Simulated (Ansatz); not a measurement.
Input file:

```yaml
crystal:
  periodic: [false, false, false]
  atoms:
    - {symbol: B, position_ang: [0.000000, -0.328037, 1.368930]}
    - {symbol: N, position_ang: [0.000000, 0.154832, -1.248589]}
    - {symbol: H, position_ang: [0.000000, 1.366870, 2.667925]}
basis:
  gaussian: {orbitals: 6-31G}
magnetization: {spin_polarized: true, initial_magnetization: 3}
correlation: {method: ccsdt_q, electrons: outside_noble_gas}
```

```sh
$ ansatz run in.yaml --threads 1 --pin off --events-out ev --progress --plain --max-ram 2393MiB
```

The program prints:

```
453 factors; integrals over basis functions are off by at most 4.6e-8 eV
mean field evaluation 1: about -2158.2271 eV, gradient 9.9e0 eV
mean field evaluation 2: about -2158.2295 eV, gradient 9.8e0 eV
mean field evaluation 4: about -2160.5260 eV, gradient 2.3e0 eV
mean field evaluation 8: about -2160.8698 eV, gradient 1.1e0 eV
mean field evaluation 16: about -2161.0162 eV, gradient 2.2e-6 eV
mean field evaluation 32: about -2161.0162 eV, gradient 2.9e-6 eV
mean field evaluation 64: about -2158.6799 eV, gradient 1.2e-1 eV
mean field evaluation 96: about -2159.5245 eV, gradient 6.1e0 eV
mean field evaluation 128: about -2158.8045 eV, gradient 2.3e0 eV
mean field evaluation 160: about -2158.6330 eV, gradient 1.5e-1 eV
...
cycle  31  -3.03048262 eV  change   -2.2e-6 eV  update   5.2e-6
cycle  32  -3.03048846 eV  change   -5.8e-6 eV  update   4.7e-6
cycle  33  -3.03049595 eV  change   -7.5e-6 eV  update   4.2e-6
cycle  34  -3.03050024 eV  change   -4.3e-6 eV  update   3.5e-6
cycle  35  -3.03050439 eV  change   -4.1e-6 eV  update   3.1e-6
cycle  36  -3.03050478 eV  change   -4.0e-7 eV  update   2.7e-6
cycle  37  -3.03050276 eV  change    2.0e-6 eV  update   2.1e-6
cycle  38  -3.03050038 eV  change    2.4e-6 eV  update   1.8e-6
cycle  39  -3.03049897 eV  change    1.4e-6 eV  update   1.5e-6
cycle  40  -3.03049839 eV  change    5.8e-7 eV  update   8.8e-7
perturbative correction -0.00284690 eV, -0.0001046215 hartree
Total energy: -2164.04951393 eV, -79.5273527916 hartree
```

For the same geometry and basis full CI lies 3.0 meV higher. The determinant has ⟨S²⟩ = 4.39, so this isn't a pure spin state.

Ran on 1 thread of INTEL XEON PLATINUM 8581C, shared host: 4.6 s wall, 0.15 GiB peak host memory.
